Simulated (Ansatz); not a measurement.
**HO2+ (triplet): wave-function methods side by side, def2-QZVPP**

An exercise on one series of results from a longer session: the logs are not shown, and one member is left open.

The runs use Ansatz 0.2.0, Gaussian basis; def2-QZVPP, core rule «outside noble gas», up to 2 orbitals frozen.

To be run: UHF; ROHF; CCSD(T) on UHF.

2 further runs of the same task are left out: 2 set aside as unsound or not needed. Runs told in other sessions of the task aren't counted.

**The system**

The geometry is a PBE0/def2-TZVP stationary point (not a proven minimum) of the parent state, kept for this charge and spin.

3 atoms, charge 1, spin multiplicity 3.

Atoms are counted from 1 here; the program's logs count them from 0.

Bond lengths: O1–O2 1.309 Å, O1–H3 0.975 Å. Angles: O2–O1–H3 105.8°.

The first run:

in.yaml

```yaml
crystal:
  periodic: [false, false, false]
  atoms:
    - {symbol: O, position_ang: [0.000000, -0.101504, 0.618658]}
    - {symbol: O, position_ang: [0.000000, 0.051156, -0.681136]}
    - {symbol: H, position_ang: [0.000000, 0.799197, 0.991739]}
basis:
  gaussian: {orbitals: "def2-QZVPP.json"}
total_charge: 1
magnetization: {spin_polarized: true, initial_magnetization: 2}
hamiltonian: {xc: hf}
output: {orbitals: {seedname: orbitals}}
```

Command:

```bash
ansatz run in.yaml --threads 1 --pin off --events-out ev --progress --plain --max-ram 2393MiB
```

Steps of the session up to this table: UHF; ROHF; CCSD(T) on UHF.

One of the session's tables, all rows but one given; the rest of the session is left out.

| method | from UCCSD(T) (meV) |
| --- | --- |
| ROHF | ? |
| UHF | +12968.1 |
| UMP2 | +1028.5 |
| UCCSD | +549.3 |
| UCCSD(T) | 0 |

**Question.** Estimate the row for ROHF.

As computed: from UCCSD(T) (meV): +13384.6. In the column «from UCCSD(T) (meV)» it is the highest.
